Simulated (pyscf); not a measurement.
silane (SiH₄) + F–SiH₂–C•(F)–F → F–SiH₃ + F–C•(F)–SiH₃, a four-centre exchange (doublet surface; H–Si, F–Si broken, F–Si, H–Si formed). Optimised with ωB97X-D3(BJ)/def2-SVP in PySCF. Energies in kJ/mol from the separated reactants.

Small-basis levels: PySCF, no dispersion term, spherical d functions. AM1 to PM7: differences of heats of formation from MOPAC, which are fitted to 298 K values and so differ in kind from electronic energies by zero-point and thermal terms. Open shells are spin-unrestricted. 

| level | barrier | reaction energy |
|---|---|---|
| HF/3-21G | 245.1 | +13.1 |
| HF/6-31G* | 230.5 | +5.0 |
| MP2/6-31G* | 183.9 | +11.0 |
| SVWN5/6-31G* | 90.8 | +25.9 |
| BP86/6-31G* | 147.8 | +20.3 |
| PBE/6-31G* | 135.5 | +21.5 |
| B3LYP/3-21G | 186.2 | +27.2 |
| B3LYP/LANL2DZ | 197.1 | +10.3 |
| B3LYP/6-31G* | 168.4 | +16.8 |
| M06-2X/6-31G* | 150.5 | +14.5 |
| PBE/def2-SVP | 129.2 | +17.2 |
| PM6 | 42.1 | +7.0 |
| ωB97M-D3(BJ)/def2-TZVP | 151.7 | +11.8 |

Against the last row the barrier runs from -109.6 (PM6) to +93.4 kJ/mol (HF/3-21G). ωB97M-D3(BJ)/def2-TZVP has limits of its own. This is the saddle that the search found; another between the same sides may lie lower.
